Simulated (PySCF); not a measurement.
H₂SO (singlet). Computed with PBE0 in PySCF with S def2-TZVP, O def2-TZVP, H def2-TZVP; no relativity; density-fitted integrals.

Harmonic bands of its minimum:

```tsv
ω (cm⁻¹)	IR (km/mol)
1001	0.1
1072	4.9
1149	135
1243	5.2
2391	80.6
2391	109
```

Task: The central atom is S. Infer the point group and assign the bands.

Result: Cs. The modes span 2a'' + 4a': 1001 a'', 1072 a', 1149 a', 1243 a', 2391 a'', 2391 a'. The computed geometry has S–H 1.382 Å (×2), S–O 1.476 Å; H–S–H 87.1°, H–S–O 108.8° (×2).

This need not be the most stable arrangement of these atoms.
